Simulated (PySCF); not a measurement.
# CH8BP: the cost of one run

Programs: PySCF 2.14.0, with density-fitted response routines of our own. Each step states its level of theory. These are calculated values for one molecule in the gas phase, unless marked as measured. Atoms are numbered from 0 throughout.

### Step 1. The molecule as given

11 atoms, charge 0, multiplicity 1; geometry from: GFN2-xTB. The atoms were then displaced at random by about 0.01 Å, so the start is not that level's minimum.

Bonds of the start (Å): C0–B1 1.60, B1–P2 1.92, C0–H3 1.07, C0–H4 1.09, C0–H5 1.10, B1–H6 1.20, B1–H7 1.18, P2–H8 1.36, P2–H9 1.40, P2–H10 1.40.

### Step 2. Relaxing the molecule at PBE0-D3(BJ)/def2-SVP

The job: settings as JSON, then the geometry in Å.

```
{"job": {"xc": "PBE0", "basis": "def2-SVP", "d3": "d3bj", "grid": 1, "shake": 0.01, "kind": "geom"}, "charge": 0, "multiplicity": 1}
C     -1.313250     0.552220     0.036700
B     -0.386890    -0.701720     0.387980
P      1.348180    -0.165340    -0.235610
H     -2.326460     0.391210     0.336650
H     -1.021000     1.485380     0.527310
H     -1.365430     0.798860    -1.039110
H     -0.230900    -0.904050     1.558150
H     -0.610180    -1.685000    -0.230990
H      1.525230     0.177000    -1.542390
H      1.930820     0.990340     0.296630
H      2.487990    -0.964730    -0.110990
```

Run with:

```bash
$ OMP_NUM_THREADS=1 python probes_run.py task.json out
```

One launch serves the whole session: the jobs run in the order shown.

**Question.** How long does this first job take on 1 thread of Arm Neoverse V1, shared host, and how much memory does it need?

About 14 s, with a peak of 0.36 GiB.
